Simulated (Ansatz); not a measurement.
# ClOSi: the cost of one run

The runs use Ansatz 0.2.0, Gaussian basis; def2-TZVPP, core rule «outside noble gas», up to 11 orbitals frozen.

Plan: UHF; ROHF; CCSD(T) on UHF.

**1. What is computed**

The geometry is a PBE0/def2-TZVP stationary point (not a proven minimum) of the parent state, kept for this charge and spin.

3 atoms, charge 0, spin multiplicity 2.

Atoms are counted from 1 here; the program's logs count them from 0.

Bond lengths: Cl1–Si2 2.047 Å, Si2–O3 1.723 Å. Angles: Cl1–Si2–O3 117.5°.

Coordinates:

```xyz
3

Cl    0.0000   -0.1826    1.3179
Si    0.0000    0.5594   -0.5898
O     0.0000   -0.5774   -1.8850
```

**2. UHF**

in.yaml

```yaml
crystal:
  periodic: [false, false, false]
  atoms:
    - {symbol: Cl, position_ang: [0.000000, -0.182593, 1.317915]}
    - {symbol: Si, position_ang: [0.000000, 0.559430, -0.589798]}
    - {symbol: O, position_ang: [0.000000, -0.577421, -1.885025]}
basis:
  gaussian: {orbitals: def2-TZVPP}
magnetization: {spin_polarized: true, initial_magnetization: 1}
hamiltonian: {xc: hf}
output: {orbitals: {seedname: orbitals}}
```

Started as:

```
ansatz run in.yaml --threads 1 --pin off --events-out ev --progress --plain --max-ram 2816MiB --backend cpu
```

Q: Estimate wall time and peak memory on 1 thread of AMD EPYC 7R13, shared host.

About 18 s, with a peak of 0.35 GiB.
